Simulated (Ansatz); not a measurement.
# doublet PH+: levels of theory compared

We compute a comparison of 6 runs (UPBE/3-21G, UB2PLYP/cc-pVDZ, UCAM-B3LYP/cc-pVDZ, UHSE06/cc-pVDZ, UPBE0/cc-pVDZ, UCCSD(T)/cc-pVDZ) of doublet PH+. 

The results are computed with Ansatz 0.2.0.

57 further runs of the same task are left out: 57 set aside as unsound or not needed.

## (1) The structure to begin with

The species is PH+ (2 atoms), meant as a doublet with charge +1. SMILES of the parent species: `[PH]`. The coordinates come from a GFN2-xTB relaxation. That shape belongs to the parent species and isn't relaxed for this state.

Bond lengths: P1–H2 1.399 Å.

## (2) The energy at UPBE/3-21G (run 1)

File input.yaml:

```yaml
basis:
  gaussian: {orbitals: 3-21G.json}
crystal:
  periodic: [false, false, false]
  atoms:
    - symbol: P
      position_ang: [0.000000, 0.000000, 0.000000]
    - symbol: H
      position_ang: [0.000000, 0.000000, 1.399070]
hamiltonian: {xc: {name: PBE}}
total_charge: 1
magnetization: {spin_polarized: true, initial_magnetization: 1}
accuracy: high
```

The basis set 3-21G is read from a file made from the Basis Set Exchange's data (not shown).

The run is started by

```sh
$ ansatz run input.yaml --threads 1 --pin off --max-ram 2610MiB --events-out events.jsonl --progress --plain --runs-dir runs
```

Standard output:

```text
Warning: RAYON_NUM_THREADS=1 ignored (pool sized by the plan → 1); use --threads N
Functional definition: PBE
  name "PBE"
  parameter kappa = 0.804
  parameter beta = 0.06672455060314922
  exchange = pbe_x(kappa = kappa, mu = beta*pi^2/3)
  correlation = pbe_c(beta = beta)
276 factors; integrals over basis functions are off by at most 3.1e-9 eV
mean field evaluation 1: about -9240.3139 eV, gradient 6.1e0 eV
mean field evaluation 2: about -9240.5404 eV, gradient 2.8e0 eV
mean field evaluation 4: about -9240.5860 eV, gradient 1.1e-1 eV
mean field evaluation 8: about -9240.5762 eV, gradient 2.1e-3 eV
mean field evaluation 16: about -9240.5788 eV, gradient 4.9e-1 eV
mean field evaluation 32: about -9239.4941 eV, gradient 4.3e0 eV
mean field -9240.57617270 eV, -339.5849108592 hartree, gradient 3.1e-8 eV, S^2 0.750732; 2 other end points of the search recorded, 0 dependent functions left out
reference -9240.57617450 eV, -339.5849109255 hartree; 8, 7 occupied and 7, 8 virtual orbitals, 276 factors
Total energy: -9240.57617450 eV, -339.5849109255 hartree
```

Wall time 0.99 s (1 thread of Arm Neoverse V1, shared host).

## (3) The energy at UB2PLYP/cc-pVDZ (run 2)

File in.yaml:

```yaml
crystal:
  periodic: [false, false, false]
  atoms:
    - {symbol: P, position_ang: [0.000000, 0.000000, 0.000000]}
    - {symbol: H, position_ang: [0.000000, 0.000000, 1.399070]}
basis:
  gaussian:
    orbitals: cc-pVDZ
total_charge: 1
magnetization:
  spin_polarized: true
  initial_magnetization: 1
hamiltonian:
  xc: {name: B2PLYP}
correlation:
  frozen_orbitals: {H: 0, P: 5}
accuracy: high
```

The run is started by

```sh
$ ansatz run in.yaml --threads 1 --pin off --max-ram 2610MiB --events-out events.jsonl --progress --plain --runs-dir runs
```

Standard output, shortened:

```text
Warning: RAYON_NUM_THREADS=1 ignored (pool sized by the plan → 1); use --threads N
Functional definition: B2PLYP
  name "B2PLYP"
[...]
411 factors; integrals over basis functions are off by at most 3.7e-9 eV
[...]
mean field -9288.66618133 eV, -341.3521860798 hartree, gradient 9.7e-9 eV, S^2 0.756187; 2 other end points of the search recorded, 0 dependent functions left out
5 core orbitals not correlated: weight in the atoms' cores, before any rotation towards them, 1.000 or more for the frozen orbitals, at most 0.000 for the correlated occupied ones
reference -9288.66619672 eV, -341.3521866454 hartree; 3, 2 occupied and 15, 16 virtual orbitals, 411 factors
second order -2.45660664 eV of doubles, -0.00000000 eV of singles
Total energy: -9289.32948051 eV, -341.3765618752 hartree
```

It took 1.2 s on 1 thread of Arm Neoverse V1, shared host; peak memory 0.093 GiB.

Runs 3 to 5 aren't shown in full; the table further down has their settings and results.

## (4) The energy at UCCSD(T)/cc-pVDZ (run 6)

in.yaml: that of step 3 with these lines changed.

```diff
@@ -8,3 +8,2 @@
     orbitals: cc-pVDZ
-total_charge: 1
 magnetization:
@@ -12,6 +11,8 @@
   initial_magnetization: 1
-hamiltonian:
-  xc: {name: B2PLYP}
+accuracy: high
 correlation:
+  method: ccsd_t
   frozen_orbitals: {H: 0, P: 5}
-accuracy: high
+total_charge: 1
+scf:
+  omitted_lower_state_checks: [cluster_reference, increment]
```

The run is started by

```sh
$ ansatz run in.yaml --threads 1 --pin off --max-ram 2610MiB --events-out events.jsonl --progress --plain --runs-dir runs
```

Standard output, shortened:

```text
Warning: RAYON_NUM_THREADS=1 ignored (pool sized by the plan → 1); use --threads N
Functional definition: HF
  name "HF"
[...]
411 factors; integrals over basis functions are off by at most 3.7e-9 eV
[...]
mean field -9277.19200129 eV, -340.9305177409 hartree, gradient 5.8e-8 eV, S^2 0.762609; 4 other end points of the search recorded, 0 dependent functions left out
5 core orbitals not correlated: weight in the atoms' cores, before any rotation towards them, 1.000 or more for the frozen orbitals, at most 0.000 for the correlated occupied ones
reference -9277.19200129 eV, -340.9305177409 hartree; 3, 2 occupied and 15, 16 virtual orbitals, 411 factors
second order -1.92379996 eV of doubles, -0.00000000 eV of singles
cycle   1  -2.38634674 eV  change   -4.6e-1 eV  update   5.7e-2
[...]
cycle  20  -2.61991188 eV  change  -1.0e-11 eV  update  2.2e-10
perturbative correction -0.04545070 eV, -0.0016702824 hartree
Total energy: -9279.85736387 eV, -341.0284680091 hartree
Checks for a lower state left out: cluster_reference, increment
```

It took 0.42 s on 1 thread of Arm Neoverse V1, shared host.

## (5) The series

```csv
run,level,frozen core orbitals,energy (Eh),⟨S²⟩,wall time
1,UPBE/3-21G,–,-339.584911,0.751,0.99 s
2,UB2PLYP/cc-pVDZ,5,-341.376562,0.756,1.2 s
3,UCAM-B3LYP/cc-pVDZ,–,-341.508395,0.754,1.2 s
4,UHSE06/cc-pVDZ,–,-341.361760,0.755,1.4 s
5,UPBE0/cc-pVDZ,–,-341.368678,0.755,1.1 s
6,UCCSD(T)/cc-pVDZ,5,-341.028468,0.763,0.42 s
```

## (6) Results

| quantity | value |
| --- | --- |
| run 6: total energy | -341.02847 Eh |
| run 6: correlation energy (5 core orbitals frozen) | -98.0 mEh |
| run 6: (T) correction | -1.67 mEh |
| run 6: ⟨S²⟩ of the reference determinant | 0.763 |
| run 6: T1 diagnostic | 0.014 |

What this shows: Totals of different functionals can't be ranked against each other. All runs together took 6.2 s, the longest 1.4 s.
